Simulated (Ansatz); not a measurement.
Start from `O/C=C(\O)F` and change one atom or group to get `N/C(F)=C\O`.

Ansatz, PBE0-D4/def2-TZVP geometries, multiplicity 1. Each molecule was computed in one conformer, which needn't be the lowest.

| property | `O/C=C(\O)F` |
| --- | --- |
| zero-point energy (PBE0-D4/def2-TZVP) / kJ/mol | 142.8 |
| LUMO energy (PBE/def2-TZVPP) / eV | -0.28 |
| HOMO–LUMO gap (PBE0/def2-TZVPP) / eV | 7.06 |
| HOMO energy (B3LYP/def2-TZVPP) / eV | -6.25 |
| HOMO energy (PBE/def2-TZVPP) / eV | -5.13 |
| HOMO energy (ωB97M-V/def2-TZVPP) / eV | -8.71 |

**Question.** What does the change do to each property? (Estimate.)

**Answer.** The calculation gave: 
```json
{"property": "zero-point energy (PBE0-D4/def2-TZVP) / kJ/mol", "`N/C(F)=C\\O`": "176.6", "shift": "33.8"}
{"property": "LUMO energy (PBE/def2-TZVPP) / eV", "`N/C(F)=C\\O`": "-0.08", "shift": "0.20"}
{"property": "HOMO–LUMO gap (PBE0/def2-TZVPP) / eV", "`N/C(F)=C\\O`": "7.12", "shift": "0.06"}
{"property": "HOMO energy (B3LYP/def2-TZVPP) / eV", "`N/C(F)=C\\O`": "-6.19", "shift": "0.06"}
{"property": "HOMO energy (PBE/def2-TZVPP) / eV", "`N/C(F)=C\\O`": "-5.07", "shift": "0.06"}
{"property": "HOMO energy (ωB97M-V/def2-TZVPP) / eV", "`N/C(F)=C\\O`": "-8.63", "shift": "0.08"}
```

With PBE0 the HOMO rises by 0.07 eV and the LUMO rises by 0.13 eV, so the gap widens by about 0.06 eV. PBE moves the HOMO by 0.06 eV and ωB97M-V by 0.08 eV. The zero-point energy changes by 33.8 kJ/mol with +3 modes.

B3LYP here is the variant with VWN-RPA as its local correlation; programs differ in this.
